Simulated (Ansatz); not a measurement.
**C₂H₃NO: ionisation energy by level of theory**

An exercise on one series of results from a longer session: the logs are not shown, and one member is left open.

Computed with Ansatz 0.2.0, Gaussian basis. Level: unrestricted cation, the program's frozen cores in correlated methods.

Plan: UKS PBE-D4/def2-TZVPP; UKS r2SCAN-D4/def2-TZVPP; UKS PBE0-D4/def2-TZVPP; UKS B3LYP-D4/def2-TZVPP; UKS wB97X-V/def2-TZVPP; UKS wB97M-V/def2-TZVPP; UKS B2PLYP/def2-TZVPP; UHF-CCSD(T)/def2-TZVPP; UHF-MP2/def2-QZVPP; extrapolation to the limit; then −ε(HOMO) from the neutral's earlier runs with LDA (SPW92), PBE-D4, revPBE-D4, BLYP-D4, r2SCAN-D4, B97M-V, PBE0-D4, B3LYP-D4, r2SCANh-D4, r2SCAN0-D4, HSE06-D4, BHLYP-D4, CAM-B3LYP-D4, LC-ωPBE, ωB97X-V, ωB97M-V.

**The relaxed structure**

The geometry comes from an earlier relaxation with PBE0-D4 in a triple-zeta def2 set; it is a stationary point, not always the lowest conformer.

7 atoms, charge 0, spin multiplicity 1.

Atoms are counted from 1 here; the program's logs count them from 0.

Bond lengths: N1–C2 1.323 Å, N1–H5 1.006 Å, N1–H6 1.004 Å, C2–C3 1.387 Å, C2–O4 1.258 Å, C3–H7 1.095 Å. Angles: C2–N1–H5 119.4°, C2–N1–H6 120.4°, H5–N1–H6 119.4°, N1–C2–C3 142.1°, N1–C2–O4 128.3°, C3–C2–O4 89.2°, C2–C3–H7 111.0°.

Coordinates:

```xyz
7
C2H3NO
N    -0.73577    0.79308   -0.18430
C     0.08722   -0.24175   -0.12876
C     1.39596   -0.58394    0.17564
O    -0.10871   -1.41701   -0.53155
H    -1.61024    0.70399   -0.67416
H    -0.43210    1.69992    0.12023
H     1.46485   -1.02238    1.17720
```

Set-up of the first run:

Input file in.yaml:

```yaml
crystal:
  periodic: [false, false, false]
  atoms:
    - {symbol: N, position_ang: [-0.735771, 0.793082, -0.184302]}
    - {symbol: C, position_ang: [0.087216, -0.241750, -0.128759]}
    - {symbol: C, position_ang: [1.395956, -0.583942, 0.175638]}
    - {symbol: O, position_ang: [-0.108713, -1.417014, -0.531553]}
    - {symbol: H, position_ang: [-1.610236, 0.703993, -0.674158]}
    - {symbol: H, position_ang: [-0.432104, 1.699915, 0.120235]}
    - {symbol: H, position_ang: [1.464852, -1.022383, 1.177200]}
basis:
  gaussian: {orbitals: def2-TZVPP}
total_charge: 1
magnetization: {spin_polarized: true, initial_magnetization: 1}
hamiltonian: {xc: pbe, dispersion: d4}
```

The run is started by

```console
ansatz run in.yaml --threads 2 --pin off --events-out ev --progress --plain --max-ram 4352MiB
```

Among the steps run: Cation, UKS PBE-D4/def2-TZVPP; Cation, UKS r2SCAN-D4/def2-TZVPP; Cation, UKS PBE0-D4/def2-TZVPP; Cation, UKS B3LYP-D4/def2-TZVPP; Cation, UKS wB97X-V/def2-TZVPP; Cation, UKS wB97M-V/def2-TZVPP; Cation, UKS B2PLYP (frozen core)/def2-TZVPP; Cation, UHF-CCSD(T)/def2-TZVPP; Cation, UHF-MP2/def2-QZVPP.

One of the session's tables, all rows but one given; the rest of the session is left out.

It belongs to the step «Ionisation energies side by side». Orbital estimates, from the neutral's runs:

```
  functional  −ε(HOMO) (eV)
 LDA (SPW92)              ?
      PBE-D4           5.03
   revPBE-D4           4.97
     BLYP-D4           4.95
   r2SCAN-D4           5.32
      B97M-V           5.44
     PBE0-D4           6.41
    B3LYP-D4           6.21
  r2SCANh-D4           5.83
  r2SCAN0-D4           6.61
    HSE06-D4           6.00
    BHLYP-D4           7.76
CAM-B3LYP-D4           7.87
     LC-ωPBE           9.23
     ωB97X-V           8.87
     ωB97M-V           8.76
```

Estimate the missing values for LDA (SPW92).

The run gave: −ε(HOMO) (eV): 5.16. In the column «−ε(HOMO) (eV)» it lies between PBE-D4 (5.03) and r2SCAN-D4 (5.32).
